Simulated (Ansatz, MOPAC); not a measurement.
Species: C₂H₅S, charge 0, multiplicity 2. SMILES: CC[S]

Atoms: C1, C2, S3, H4, H5, H6, H7, H8. Bonds: C1-C2, C1-H6, C1-H7, C1-H8, C2-S3, C2-H4, C2-H5.

Bond lengths (Å) and angles (degrees) optimised at AM1 with MOPAC; PM7 with MOPAC; HF/STO-3G with Ansatz (an electronic-structure program); HF/3-21G with Ansatz; B3LYP/6-31G* with Ansatz; MP2/6-31G* with Ansatz, each started from the B3LYP-D3(BJ)/def2-TZVP structure (Ansatz) of the last column. A row stands for all coordinates that are equal there; 8 of 13 kinds are shown. 6-31G* holds six Cartesian d functions. No wavenumbers were computed at HF/STO-3G, MP2/6-31G*, so these may be saddle points.

```tsv
coordinate	AM1	PM7	HF/STO-3G	HF/3-21G	B3LYP/6-31G*	MP2/6-31G*	B3LYP-D3(BJ)/def2-TZVP
C1-C2	1.502	1.520	1.545	1.529	1.527	1.523	1.522
C1-H6	1.118	1.099	1.087	1.085	1.097	1.095	1.093
C1-H7	1.117	1.098	1.086	1.082	1.094	1.092	1.090
C2-S3	1.721	1.797	1.800	1.892	1.821	1.806	1.803
C2-H4	1.124	1.112	1.090	1.081	1.099	1.096	1.095
C1-C2-S3	115.0	113.4	114.8	112.9	115.5	114.7	115.5
C2-C1-H6	110.2	111.0	110.5	110.0	110.3	110.3	110.5
C2-C1-H7	110.8	112.4	110.9	110.7	111.0	110.8	110.9
```

Mean signed difference of all 7 bond lengths from B3LYP-D3(BJ)/def2-TZVP: AM1 0.005 Å, PM7 0.007 Å, HF/STO-3G -0.001 Å, HF/3-21G 0.006 Å, B3LYP/6-31G* 0.006 Å, MP2/6-31G* 0.002 Å.
